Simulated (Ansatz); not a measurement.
Species: C2H2O, charge 0, singlet. C2H2O (SMILES C=C=O).
B3LYP-D3(BJ)/def2-TZVP minimum from Ansatz (a program for electronic structure):
```xyz
5

C      0.0091     0.0017    -1.2056
C     -0.0008    -0.0001     0.1027
H      0.0282     0.9401    -1.7377
H     -0.0018    -0.9351    -1.7406
O     -0.0096    -0.0018     1.2620
```
Charge 0, spin multiplicity 1.

Property: atomisation energy (electronic, to ground-state atoms), in kcal/mol. UHF or UKS for unpaired electrons; spin-orbit terms are left out. CBS(X,Y): correlation extrapolated as X^-3, Hartree-Fock from the larger set (Q,5: extrapolated as (X+1)exp(-9√X)). A bracket is a step between two methods taken in the basis named. Functionals run without relativity, which enters their misses. Double hybrids freeze cores in their MP2 part. '+ core + X2C': CCSD(T) terms for core correlation (cc-pwCVTZ) and scalar relativity (cc-pVTZ-DK). Where a partner has so few electrons that a lower coupled-cluster level is exact, that level stands in.

CCSD(T)/CBS(cc-pVQZ,cc-pV5Z) + [CCSDT(Q) - CCSD(T)]/cc-pVDZ + core + X2C (Ansatz) gives 533.5 kcal/mol.

Q: What does PBE/def2-TZVPD (Ansatz) give here, and how do the other levels compare?

A: PBE gives 557.5 kcal/mol, 24.0 kcal/mol above it. Differences of the others: B3LYP/def2-TZVPD (Ansatz) -0.4; PBE0/def2-TZVPD (Ansatz) 4.0; wB97M-V/def2-TZVPD (Ansatz) 1.6; B2PLYP/def2-TZVPD (Ansatz) -3.1; CCSD(T)/CBS(cc-pVQZ,cc-pV5Z) + core + X2C (Ansatz) -0.9 kcal/mol. Nearer than PBE: B3LYP/def2-TZVPD, PBE0/def2-TZVPD, wB97M-V/def2-TZVPD, B2PLYP/def2-TZVPD, CCSD(T)/CBS(cc-pVQZ,cc-pV5Z) + core + X2C.
